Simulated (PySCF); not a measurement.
Potential energy of AlP⁻ along the bond

Set-up: basis Al aug-cc-pVDZ-DK, P aug-cc-pVDZ-DK; spin-free X2C with a Gaussian nucleus; PySCF 2.14. Energies in eV from Al + P⁻ in their ground configurations at the same level. State: ²Σ⁺ (doublet), unpaired electrons σ ↑.

All columns are PBE0. A positive dipole points towards P; it is taken about the centre of mass and depends on that origin.

| R (Å) | E (eV) | μ (D) | Mulliken charge on Al (basis-dependent) | HOMO (eV) | LUMO (eV) | Mayer bond order | ⟨S²⟩ |
| --- | --- | --- | --- | --- | --- | --- | --- |
| 1.855 | -2.395 | -1.21 | -0.60 | -0.75 | 1.74 | 2.66 | 0.76 |
| 1.941 | -2.975 | -1.37 | -0.55 | -0.66 | 1.63 | 2.57 | 0.76 |
| 2.028 | -3.292 | -1.52 | -0.49 | -0.57 | 1.53 | 2.48 | 0.76 |
| 2.092 | -3.402 | -1.63 | -0.44 | -0.52 | 1.47 | 2.42 | 0.76 |
| 2.157 | -3.430 | -1.73 | -0.39 | -0.46 | 1.41 | 2.36 | 0.76 |
| 2.222 | -3.396 | -1.84 | -0.35 | -0.41 | 1.37 | 2.29 | 0.76 |
| 2.308 | -3.279 | -2.00 | -0.29 | -0.35 | 1.32 | 2.21 | 0.77 |
| 2.416 | -3.058 | -2.20 | -0.24 | -0.27 | 1.28 | 2.10 | 0.78 |
| 2.545 | -2.734 | -2.41 | -0.21 | -0.16 | 1.25 | 1.98 | 0.82 |
| 2.718 | -2.278 | -2.43 | -0.21 | -0.04 | 1.24 | 1.79 | 0.99 |

A fit through these points gives, at Re = 2.151 Å, μ = -1.72 D and dμ/dR = -1.67 D/Å; the reduced mass is 14.42 u.

Question: How strong is the fundamental in the double-harmonic approximation, I = 42.26·(dμ/dR)²/μred km/mol?

Answer: I = 42.26·(-1.67)²/14.42 = 8.17 km/mol at PBE0.

⟨S²⟩ of the unrestricted solution departs from its pure value on part of the curve, where spin states mix. For an ion De counts to the pair picked by the measured ionisation energies or electron affinities, which need not be the lowest pair at this level. The state was picked by a PBE0 search and need not be the measured ground state.
